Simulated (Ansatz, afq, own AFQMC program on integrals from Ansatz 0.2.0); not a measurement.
AlHO, singlet: energetics from AFQMC and coupled cluster

| atom | x (Å) | y (Å) | z (Å) |
| --- | --- | --- | --- |
| Al | 0.0000 | 0.0000 | 1.4330 |
| O | 0.0000 | 0.0000 | -0.2415 |
| H | 0.0000 | 0.0000 | -1.1915 |

Geometry: a PBE0/def2-TZVP stationary point, not shown to be a minimum. Basis cc-pVDZ. Noble-gas cores (and the filled d shells of Ga–Kr and In–Xe) are frozen. Ansatz 0.2.0 and our own AFQMC program on the same integrals; the CISD trial comes from CCSD amplitudes, and released means the phaseless constraint is let go. ± is one standard error of the sampling.

Best estimates are CCSD(T) at the basis-set limit (def2-TZVPP/QZVPP) plus the step from CCSD(T) to the highest rung at hand in cc-pVDZ, named in the table (released AFQMC can keep some 10 meV of bias). No zero-point, core-correlation or spin–orbit terms. Other levels are in cc-pVDZ, the functionals in def2-TZVP; a dash marks a level that is missing or breaks spin symmetry for a member.

Cautions: AlHO (singlet): the ph-AFQMC/HF walk drifts between its halves (2.2 errors); AlHO (triplet): another spin lies lower; row 1: core correlation is missing, and it shifts such a gap most where an s electron is promoted.

```tsv
process	B2PLYP (kcal/mol)
to charge +0, triplet (vertical)	78.2
to free atoms	234.2
```

Problem. From these values, estimate the best estimates.

Solution. 
| process | best estimate (kcal/mol) | highest rung |
| --- | --- | --- |
| to charge +0, triplet (vertical) | 76.5 | CCSDT(Q) |
| to free atoms | 240.5 | CCSDT(Q) |

Errors against the best estimates in kcal/mol, in the same order:

```csv
level,"error, 1","error, 2"
MP2,-3.3,-24.0
CCSD(T),2.5,-31.0
ph-AFQMC/CISD,2.5 ± 0.4,-30.7 ± 0.3
CCSD(T)/CBS,-0.1,-0.4
PBE,-0.6,-1.5
r2SCAN,-7.0,-5.2
PBE0,-2.8,-9.8
B3LYP,2.8,-6.1
wB97M-V,10.4,-0.7
B2PLYP,1.7,-6.3
```

Cost at the first geometry: PBE0/cc-pVDZ, 1.1 s on 1 thread of Intel(R) Xeon(R) Platinum 8259CL CPU @ 2.50GHz (Skylake/Cascade Lake), with other jobs on the host; RCCSD(T)/cc-pVDZ, 0.51 s on 1 thread of Intel(R) Xeon(R) Platinum 8259CL CPU @ 2.50GHz (Skylake/Cascade Lake) (shared host); CCSD(T)/def2-QZVPP, 13 s on 1 thread of Intel(R) Xeon(R) Platinum 8259CL CPU @ 2.50GHz (Skylake/Cascade Lake), on a shared host; CCSDT(Q), 3.2 s on 1 thread of Intel(R) Xeon(R) Platinum 8259CL CPU @ 2.50GHz (Skylake/Cascade Lake), on a shared host; ph-AFQMC/CISD with release, 5 min on 1 thread of Intel(R) Xeon(R) Platinum 8259CL CPU @ 2.50GHz (Skylake/Cascade Lake), with other jobs on the host.

Best estimates are given only where the step beyond CCSD(T) is under 0.3 eV and no member's determinant is very poor (T1 over 0.05, or 0.07 for open shells, ⟨S²⟩ too high by 0.3, two states mixed), so the hardest cases are missing from such tables.

The functionals ran in a triple-zeta set and keep a basis error of their own, a few kJ/mol for each bond in atomization energies and more for double hybrids, so close places among them and the extrapolated levels can swap.

CCSDT and higher add their correlation energy to the determinant of the CCSD(T) run, since their own runs factorise the integrals more tightly (a shift of under 2 meV). Each member of a difference takes its own highest rung, so a best estimate needn't equal the limit plus the step of one row. A walk keeps the symmetry of its determinant, which the program's search chose and which needn't be the lowest solution, so a lower state of the same spin and another symmetry isn't excluded.
